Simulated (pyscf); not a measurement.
H₃C–SiH₂–Cl (SMILES C[SiH2]Cl) + H• (SMILES [H]) → CH₄ (SMILES C) + •H₂Si–Cl (SMILES [SiH2]Cl), a substitution at C (doublet surface; C–Si broken, C–H formed). Structures and frequencies: ωB97X-D3(BJ)/def2-SVP in PySCF. MP2 and CC: frozen core, UHF for open shells. ΔMP2 is the change of the MP2 total energy from the triple- to the quadruple-zeta basis. Energies in kcal/mol from the separated reactants.

Small-basis levels: PySCF, no dispersion term, spherical d functions. AM1 to PM7: differences of heats of formation from MOPAC. Open shells are spin-unrestricted. 

```
level                             barrier  reaction energy
--------------------------------  -------  ---------------
HF/STO-3G                            56.5            -19.3
MP2/6-31G*                              …            -11.6
SVWN5/6-31G*                         14.0            -18.2
BP86/6-31G*                          18.4            -24.1
PBE/6-31G*                           20.8            -20.1
B3LYP/STO-3G                         30.6            -25.1
B3LYP/3-21G                             …            -24.7
B3LYP/6-311+G**                      23.9            -23.1
PM6                                  26.7             -3.8
CCSD(T)/def2-TZVPP + ΔMP2(QZVPP)        …            -17.1
```

Question: Complete the blanks.

Answer: 
- MP2/6-31G*, barrier: 42.6
- B3LYP/3-21G, barrier: 22.4
- CCSD(T)/def2-TZVPP + ΔMP2(QZVPP), barrier: 29.8

Against the last row the barrier runs from -15.8 (SVWN5/6-31G*) to +26.7 kcal/mol (HF/STO-3G). CCSD(T)/def2-TZVPP + ΔMP2(QZVPP) has limits of its own. The same reactants have a lower exit, to H₃C–SiH•–Cl + H₂ (barrier +4.8 kcal/mol at ωB97M-D3(BJ), against +29.3 kcal/mol here). One saddle was located; it need not be the lowest between these sides. The angle at the attacked C is 179°. The CCSD(T) − MP2 part came from Ansatz, without density fitting, on the same reference.
